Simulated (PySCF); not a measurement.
Do core-level shifts follow atomic charges?

Compound: C₅H₅F.
Numbering: `[CH2:1]=[C:2]([F:3])[C:4]#[C:5][CH3:6]`

Geometry (PBE0-D3(BJ)/def2-SVP, Å), atoms numbered from 1 in this order:
```xyz
11
C5H5F angstrom
C     -2.509    0.488   -0.014
C     -1.360    0.432   -0.694
F     -1.342    0.714   -2.002
C     -0.086    0.090   -0.155
C      1.000   -0.210    0.299
C      2.297   -0.561    0.844
H     -2.524    0.261    1.051
H     -3.435    0.761   -0.522
H      2.455   -1.651    0.825
H      2.390   -0.224    1.888
H      3.106   -0.092    0.263
```

Binding energies: PySCF, delta-SCF UKS SCAN, pcX-2 on the ionised atom, pcseg-1 elsewhere, spin-free X2C. Charges: PBE0/pcSseg-1 ground-state density, for the ionised atom.

```tsv
atom	environment	C 1s (eV)	Mulliken (e)	IAO (e)	Hirshfeld (e)	ESP (e)
C1	terminal =CH2 carbon	290.13	-0.226	-0.357	-0.121	-0.713
C4	alkyne carbon	290.50	-0.030	-0.100	-0.081	-0.454
C5	alkyne carbon	290.64	-0.165	-0.002	-0.021	+0.246
C6	propargylic carbon	291.88	-0.218	-0.429	-0.089	-0.515
C2	vinylic C–F carbon	293.45	+0.146	+0.288	+0.091	+0.580
```

How well does each charge scheme correlate with the binding energies over these sites?

Hirshfeld: r = 0.81, slope 13.1 eV per e; Mulliken: r = 0.70, slope 6.0 eV per e; ESP: r = 0.66, slope 1.6 eV per e; IAO: r = 0.56, slope 2.7 eV per e. Hirshfeld charges have the highest r, on only 5 points.

The point-charge model writes a binding energy as kq + V + constant, with V the potential of the other atoms' charges at the site. What does it give with the ESP charges?

V = Σ 14.40 eV Å × q/r over all other atoms: +10.10 eV at C1, +5.44 eV at C4, -5.53 eV at C5, +7.80 eV at C6, -9.65 eV at C2. Fitting binding energy − V to q gives k = 17.3 eV per e and leaves an rms residual of 0.45 eV, against 0.91 eV for the fit on q alone. The model has no term for differences in relaxation between sites.

Spin contamination (⟨S²⟩ against 0.75 for a pure doublet) is marked for C 1s of C4 (0.90), C 1s of C5 (0.90) and C 1s of C2 (0.92), which makes these values less certain. Geometry: PBE0-D3(BJ)/def2-SVP; no solvent, vibrations or thermal averaging.
